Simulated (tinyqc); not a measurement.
Worked calculation (part 2 of 2): UHF in the sto-3g basis, for OH-, spin multiplicity 1. The basis has no diffuse functions, so it cannot describe the extra electron: this is an exercise in the method, not the real anion. This run ends on a higher stationary point, not on the lowest solution. Computed by tinyqc, a small Python program that keeps every step (integrals from PySCF). Command: `OMP_NUM_THREADS=1 python tinyqc.py 25693 25694 out.jsonl` (the two numbers bound the seeds that draw the settings). One thread of a shared host (Intel(R) Xeon(R) Processor @ 2.60GHz), about 0.3 s of CPU time with the checks.

Geometry (angstrom):
```
atom        x        y        z
O     0.00000  0.00000  0.00000
H     0.00000  0.00000  1.88900
```

## Iteration 65 (converged): orbitals

converged F(alpha) (hartree), lower triangle:
```
            1O 1s     1O 2s   1O 2px   1O 2py    1O 2pz    2H 1s
1O 1s   -19.71934
1O 2s    -5.04053  -1.93952
1O 2px    0.00000   0.00000  0.03605
1O 2py    0.00000   0.00000  0.00000  0.03605
1O 2pz   -0.00554   0.03961  0.00000  0.00000   0.55722
2H 1s    -0.14167  -0.14931  0.00000  0.00000  -0.15100  0.21400
```

converged F(beta) (hartree), lower triangle:
```
            1O 1s     1O 2s   1O 2px   1O 2py    1O 2pz    2H 1s
1O 1s   -19.71934
1O 2s    -5.04053  -1.93952
1O 2px    0.00000   0.00000  0.03605
1O 2py    0.00000   0.00000  0.00000  0.03605
1O 2pz   -0.00554   0.03961  0.00000  0.00000   0.55722
2H 1s    -0.14167  -0.14931  0.00000  0.00000  -0.15100  0.21400
```

X:
```
               1         2         3        4         5        6
1O 1s   -0.74283   0.31987   0.00000  0.00000  -0.29129  0.56629
1O 2s    0.81236  -0.11207   0.00000  0.00000  -0.12930  0.61657
1O 2px   0.00000   0.00000  -0.27245  0.96217   0.00000  0.00000
1O 2py   0.00000   0.00000   0.96217  0.27245   0.00000  0.00000
1O 2pz   0.13559   0.72552   0.00000  0.00000   0.67352  0.11134
2H 1s   -0.33739  -0.68254   0.00000  0.00000   0.60066  0.28251
```

Diagonalise F' = X^T F X, C = X C', fill 5 alpha and 5 beta electrons from the bottom; D(s) = C_occ C_occ^T. Each column has its largest component positive (the first on a tie).

F' = X^T F X (alpha) (hartree), lower triangle:
```
          1         2        3        4         5          6
1  -6.00854
2   3.33378  -1.10803
3   0.00000   0.00000  0.03605
4   0.00000   0.00000  0.00000  0.03605
5  -3.33107   1.97608  0.00000  0.00000  -1.80944
6   7.36186  -4.00360  0.00000  0.00000   4.64863  -10.65908
```

orbital energies (alpha) (hartree): MO1 -19.72711, MO2 -0.69334, MO3 0.03605, MO4 0.03605, MO5 0.15975, MO6 0.67560

coefficients C (alpha):
```
             MO1       MO2       MO3      MO4       MO5       MO6
1O 1s    0.99487  -0.26237   0.00000  0.00000   0.02465  -0.02110
1O 2s    0.02086   1.02226   0.00000  0.00000  -0.12185   0.09524
1O 2px   0.00000   0.00000  -0.15504  0.98791   0.00000   0.00000
1O 2py   0.00000   0.00000   0.98791  0.15504   0.00000   0.00000
1O 2pz   0.00034  -0.03025   0.00000  0.00000   0.38611   0.92779
2H 1s   -0.00114   0.05165   0.00000  0.00000   0.88696  -0.48053
```

F' = X^T F X (beta) (hartree), lower triangle:
```
          1         2        3        4         5          6
1  -6.00854
2   3.33378  -1.10803
3   0.00000   0.00000  0.03605
4   0.00000   0.00000  0.00000  0.03605
5  -3.33107   1.97608  0.00000  0.00000  -1.80944
6   7.36186  -4.00360  0.00000  0.00000   4.64863  -10.65908
```

orbital energies (beta) (hartree): MO1 -19.72711, MO2 -0.69334, MO3 0.03605, MO4 0.03605, MO5 0.15975, MO6 0.67560

coefficients C (beta):
```
             MO1       MO2       MO3      MO4       MO5       MO6
1O 1s    0.99487  -0.26237   0.00000  0.00000   0.02465  -0.02110
1O 2s    0.02086   1.02226   0.00000  0.00000  -0.12185   0.09524
1O 2px   0.00000   0.00000  -0.05283  0.99860   0.00000   0.00000
1O 2py   0.00000   0.00000   0.99860  0.05283   0.00000   0.00000
1O 2pz   0.00034  -0.03025   0.00000  0.00000   0.38611   0.92779
2H 1s   -0.00114   0.05165   0.00000  0.00000   0.88696  -0.48053
```

D(alpha) after iteration 65, lower triangle:
```
           1O 1s     1O 2s   1O 2px   1O 2py   1O 2pz    2H 1s
1O 1s    1.05920
1O 2s   -0.25046   1.06030
1O 2px   0.00000   0.00000  1.00000
1O 2py   0.00000   0.00000  0.00000  1.00000
1O 2pz   0.01779  -0.07797  0.00000  0.00000  0.15000
2H 1s    0.00718  -0.05531  0.00000  0.00000  0.34090  0.78937
```

D(beta) after iteration 65, lower triangle:
```
           1O 1s     1O 2s   1O 2px   1O 2py   1O 2pz    2H 1s
1O 1s    1.05920
1O 2s   -0.25046   1.06030
1O 2px   0.00000   0.00000  1.00000
1O 2py   0.00000   0.00000  0.00000  1.00000
1O 2pz   0.01779  -0.07797  0.00000  0.00000  0.15000
2H 1s    0.00718  -0.05531  0.00000  0.00000  0.34090  0.78937
```

Within a degenerate level the vectors are fixed only up to a rotation; this is one choice.

## Convergence

Stop when the energy changes by less than 1e-10 hartree and every element of the error matrix X^T (F D S - S D F) X (for each spin) is below 3e-06.

Course of the cycle:
```
iteration  E (hartree)     change  largest element of the error matrix
1          -72.9126429          -                             1.87e-01
2          -73.1167533  -2.04e-01                             1.93e-01
3          -73.3086330  -1.92e-01                             1.77e-01
4          -73.4685097  -1.60e-01                             1.39e-01
5          -73.5936126  -1.25e-01                             1.03e-01
6          -73.6884225  -9.48e-02                             7.48e-02
7          -73.7586206  -7.02e-02                             5.39e-02
8          -73.8097109  -5.11e-02                             3.86e-02
9          -73.8456752  -3.60e-02                             2.70e-02
10         -73.8717998  -2.61e-02                             1.89e-02
11         -73.8906407  -1.88e-02                             1.32e-02
12         -73.9040076  -1.34e-02                             9.24e-03
13         -73.9134460  -9.44e-03                             6.48e-03
14         -73.9200859  -6.64e-03                             4.55e-03
...                ...        ...                                  ...
52         -73.9356849  -8.73e-09                             5.92e-09
53         -73.9356849  -6.11e-09                             4.14e-09
54         -73.9356849  -4.28e-09                             2.90e-09
55         -73.9356849  -2.99e-09                             2.03e-09
56         -73.9356849  -2.10e-09                             1.42e-09
57         -73.9356849  -1.47e-09                             9.94e-10
58         -73.9356849  -1.03e-09                             6.96e-10
59         -73.9356849  -7.19e-10                             4.87e-10
60         -73.9356849  -5.03e-10                             3.41e-10
61         -73.9356849  -3.52e-10                             2.39e-10
62         -73.9356849  -2.47e-10                             1.67e-10
63         -73.9356849  -1.73e-10                             1.17e-10
64         -73.9356849  -1.21e-10                             8.19e-11
65         -73.9356849  -8.46e-11                             5.73e-11
```

PySCF UHF in the same basis, after a stability check = -73.9678497 hartree

Converged in 65 iterations. But the solution lies 0.03216 hartree above the reference: it is another stationary point, not the lowest one. Reruns (cap 100 unless said): DIIS 8: converged in 12 to a higher stationary point; damping 0.5: converged in 94 to a higher stationary point; level shift 0.5: converged in 61 to a higher stationary point; atomic densities as start, DIIS 8: converged in 7 to a higher stationary point.

## Populations, bond orders and dipole

overlap S, lower triangle:
```
          1O 1s    1O 2s   1O 2px   1O 2py   1O 2pz    2H 1s
1O 1s   1.00000
1O 2s   0.23670  1.00000
1O 2px  0.00000  0.00000  1.00000
1O 2py  0.00000  0.00000  0.00000  1.00000
1O 2pz  0.00000  0.00000  0.00000  0.00000  1.00000
2H 1s   0.00648  0.09504  0.00000  0.00000  0.10284  1.00000
```

Mulliken: Z minus the diagonal of D S on the atom; Loewdin: the same with S^(1/2) D S^(1/2); Mayer order: 2 sum_s sum (D(s) S)_ij (D(s) S)_ji over the two atoms.

Charges (e):
```
atom  Mulliken   Loewdin  Mulliken spin
1O    -0.36155  -0.36461      -6.51e-11
2H    -0.63845  -0.63539       6.51e-11
```

Mayer bond orders:
```
pair    order
2-1   0.59238
```

dipole moment about the origin, x y z (debye): 0.00000  0.00000  -5.36830

<S^2> of the determinant (pure state: 0) = 0.00000
